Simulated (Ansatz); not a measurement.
**One shape, several levels: BH3F− (SMILES [BH3-]F)**

Aim: a comparison of 6 runs (HF/STO-3G, UHF/STO-3G, CAM-B3LYP/STO-3G, HSE06/STO-3G, CCSD/STO-3G, FCI/STO-3G) of BH3F−. 

Program for the calculation: Ansatz 0.2.0.

3 further runs of the same task are left out: 1 that didn't finish, 2 set aside as unsound or not needed.

### 1 The molecule

The species is BH3F− (5 atoms), meant as a singlet with charge -1. SMILES: `[BH3-]F`. The H5–B1 distance was set to 3.070 Å, away from the relaxed value. At this shape a bond of the SMILES string is far longer than usual.

Bond lengths: B1–F2 1.447 Å, B1–H3 1.227 Å, B1–H4 1.228 Å. Angles: F2–B1–H3 108.4°, F2–B1–H4 108.4°, H3–B1–H4 110.7°.

### 2 The energy at HF/STO-3G (run 1)

The input, run.yaml:

```yaml
crystal:
  periodic: [false, false, false]
  atoms:
    - symbol: B
      position_ang: [-0.872490, -1.540312, 0.445724]
    - symbol: F
      position_ang: [0.018810, -2.287502, 1.306584]
    - symbol: H
      position_ang: [-1.904080, -1.305382, 1.067714]
    - symbol: H
      position_ang: [-1.111300, -2.220882, -0.547926]
    - symbol: H
      position_ang: [0.522090, 1.075700, -0.353640]
basis:
  gaussian: {orbitals: STO-3G}
total_charge: -1
hamiltonian: {xc: hf}
accuracy: high
```

Launch:

```console
ansatz run run.yaml --threads 1 --pin off --max-ram 2610MiB --events-out events.jsonl --progress --plain --runs-dir runs
```

The program printed:

```text
Warning: RAYON_NUM_THREADS=1 ignored (pool sized by the plan → 1); use --threads N
Functional definition: HF
  name "HF"
  exchange = exact_x
  correlation = 0
207 factors; integrals over basis functions are off by at most 4.5e-8 eV
mean field evaluation 1: about -3365.3387 eV, gradient 1.6e1 eV
mean field evaluation 2: about -3365.3754 eV, gradient 1.6e1 eV
mean field evaluation 4: about -3367.6591 eV, gradient 2.3e0 eV
mean field evaluation 8: about -3367.6944 eV, gradient 4.8e-2 eV
mean field -3367.69443048 eV, -123.7604876148 hartree, gradient 1.9e-8 eV, S^2 0.000000; 0 other end points of the search recorded, 0 dependent functions left out
reference -3367.69443048 eV, -123.7604876148 hartree; 9, 9 occupied and 4, 4 virtual orbitals, 207 factors
Total energy: -3367.69443048 eV, -123.7604876148 hartree
```

Run time: 0.1 s. Hardware: 1 thread of AMD EPYC 7R43 (Zen 3), shared host.

### 3 The energy at UHF/STO-3G (run 2)

The input, input.yaml:

```yaml
crystal:
  periodic: [false, false, false]
  atoms:
    - {symbol: B, position_ang: [-0.872490, -1.540312, 0.445724]}
    - {symbol: F, position_ang: [0.018810, -2.287502, 1.306584]}
    - {symbol: H, position_ang: [-1.904080, -1.305382, 1.067714]}
    - {symbol: H, position_ang: [-1.111300, -2.220882, -0.547926]}
    - {symbol: H, position_ang: [0.522090, 1.075700, -0.353640]}
basis:
  gaussian:
    orbitals: STO-3G
total_charge: -1
magnetization:
  spin_polarized: true
hamiltonian:
  xc: hf
accuracy: high
```

Launch:

```console
ansatz run input.yaml --threads 1 --pin off --max-ram 2610MiB --events-out events.jsonl --progress --plain --runs-dir runs
```

The program printed:

```text
Warning: RAYON_NUM_THREADS=1 ignored (pool sized by the plan → 1); use --threads N
Functional definition: HF
  name "HF"
  exchange = exact_x
  correlation = 0
207 factors; integrals over basis functions are off by at most 4.5e-8 eV
mean field evaluation 1: about -3365.3387 eV, gradient 1.1e1 eV
mean field evaluation 2: about -3365.3754 eV, gradient 1.1e1 eV
mean field evaluation 4: about -3367.6591 eV, gradient 1.7e0 eV
mean field evaluation 8: about -3367.6944 eV, gradient 2.1e-2 eV
mean field evaluation 16: about -3369.8677 eV, gradient 1.7e0 eV
mean field evaluation 32: about -3369.8942 eV, gradient 8.1e-5 eV
mean field -3369.89417438 eV, -123.8413267121 hartree, gradient 1.4e-8 eV, S^2 0.959430; 2 other end points of the search recorded, 0 dependent functions left out
reference -3369.89417438 eV, -123.8413267121 hartree; 9, 9 occupied and 4, 4 virtual orbitals, 207 factors
Total energy: -3369.89417438 eV, -123.8413267121 hartree
```

Run time: 0.14 s. Hardware: 1 thread of AMD EPYC 7R43 (Zen 3), shared host.

Run 3 isn't shown in full; the table further down has it.

### 4 The energy at HSE06/STO-3G (run 4)

The input, job.yaml:

```yaml
crystal:
  periodic: [false, false, false]
  atoms:
    - {symbol: B, position_ang: [-0.872490, -1.540312, 0.445724]}
    - {symbol: F, position_ang: [0.018810, -2.287502, 1.306584]}
    - {symbol: H, position_ang: [-1.904080, -1.305382, 1.067714]}
    - {symbol: H, position_ang: [-1.111300, -2.220882, -0.547926]}
    - {symbol: H, position_ang: [0.522090, 1.075700, -0.353640]}
basis:
  gaussian: {orbitals: STO-3G}
accuracy: high
hamiltonian: {xc: {name: HSE06}}
total_charge: -1
```

Launch:

```console
ansatz run job.yaml --threads 1 --pin off --max-ram 2610MiB --events-out events.jsonl --progress --plain --runs-dir runs
```

The program printed:

```text
Warning: RAYON_NUM_THREADS=1 ignored (pool sized by the plan → 1); use --threads N
Functional definition: HSE06
  name "HSE06"
  parameter a = 0.25
  parameter omega = 0.11/bohr
  exchange = pbe_x - a*pbe_x_sr(omega) + a*exact_x_sr(omega)
  correlation = pbe_c
207 factors; integrals over basis functions are off by at most 4.5e-8 eV
48 factors; integrals over basis functions are off by at most 4.4e-10 eV
mean field evaluation 1: about -3365.1185 eV, gradient 7.1e1 eV
mean field evaluation 2: about -3354.6398 eV, gradient 3.8e1 eV
mean field evaluation 4: about -3381.8566 eV, gradient 7.3e0 eV
mean field evaluation 8: about -3381.8566 eV, gradient 7.3e0 eV
mean field evaluation 16: about -3382.4010 eV, gradient 2.4e-9 eV
mean field -3382.40096002 eV, -124.3009426070 hartree, gradient 1.1e-8 eV, S^2 0.000000; 0 other end points of the search recorded, 0 dependent functions left out
reference -3382.40096175 eV, -124.3009426706 hartree; 9, 9 occupied and 4, 4 virtual orbitals, 207 factors
Total energy: -3382.40096175 eV, -124.3009426706 hartree
```

It took 0.87 s on 1 thread of AMD EPYC 7R43 (Zen 3), shared host; peak memory 0.095 GiB.

Run 5 isn't shown in full; the table further down has it.

### 5 The energy at FCI/STO-3G (run 6)

input.yaml, as its differences from that of step 3:

```diff
@@ -1 +1,4 @@
+basis:
+  gaussian:
+    orbitals: STO-3G
 crystal:
@@ -8,10 +11,6 @@
     - {symbol: H, position_ang: [0.522090, 1.075700, -0.353640]}
-basis:
-  gaussian:
-    orbitals: STO-3G
 total_charge: -1
-magnetization:
-  spin_polarized: true
-hamiltonian:
-  xc: hf
+correlation:
+  method: fci
+  frozen_orbitals: {B: 1, F: 1, H: 0}
 accuracy: high
```

Launch:

```console
ansatz run input.yaml --threads 1 --pin off --max-ram 2610MiB --events-out events.jsonl --progress --plain --runs-dir runs
```

The program printed, shortened:

```text
Warning: RAYON_NUM_THREADS=1 ignored (pool sized by the plan → 1); use --threads N
Functional definition: HF
  name "HF"
[...]
207 factors; integrals over basis functions are off by at most 4.5e-8 eV
[...]
mean field -3367.69443048 eV, -123.7604876148 hartree, gradient 1.9e-8 eV, S^2 0.000000; 0 other end points of the search recorded, 0 dependent functions left out; unrestricted orbitals would lower it
[...]
unrestricted determinant -3369.89417438 eV, -123.8413267121 hartree, S^2 0.9594
2 core orbitals not correlated: weight in the atoms' cores, before any rotation towards them, 1.000 or more for the frozen orbitals, at most 0.000 for the correlated occupied ones
reference -3367.69443048 eV, -123.7604876148 hartree; 7, 7 occupied and 4, 4 virtual orbitals, 207 factors
state -3371.78911790 eV, -123.9109646022 hartree
Total energy: -3371.78911790 eV, -123.9109646022 hartree
```

Run time: 0.61 s. Hardware: 1 thread of AMD EPYC 7R43 (Zen 3), shared host; peak memory 0.09 GiB.

### 6 The series

```
run             level  frozen core orbitals  energy (Eh)  wall time
  1         HF/STO-3G                     –  -123.760488      0.1 s
  2        UHF/STO-3G                     –  -123.841327     0.14 s
  3  CAM-B3LYP/STO-3G                     –  -124.357403     0.73 s
  4      HSE06/STO-3G                     –  -124.300943     0.87 s
  5       CCSD/STO-3G                     2  -123.904516     0.14 s
  6        FCI/STO-3G                     2  -123.910965     0.61 s
```

### 7 Results

| quantity | value |
| --- | --- |
| run 6: total energy | -123.91096 Eh |
| run 6: correlation energy (2 core orbitals frozen) | -150.5 mEh |

What this shows: Against full CI in this basis: HF +150.5 mEh; UHF +69.6 mEh; CCSD +6.4 mEh. Totals of different functionals can't be ranked against each other. In run 5 the T1 diagnostic is large, so a single reference may not serve. In run 5 the log says that unrestricted orbitals would lower the reference, so the values rest on an unstable closed-shell determinant (other closed-shell runs at this shape may share the fault). In runs 1, 2, 3, 4, 5, 6 the basis is minimal, so the values are rough. Spin contamination of the reference: run 2 ⟨S²⟩ = 0.96. Where it is this large, the reference is a mixture of spin states, and values that rest on it are in doubt. All runs together took 2.6 s, the longest 0.87 s.
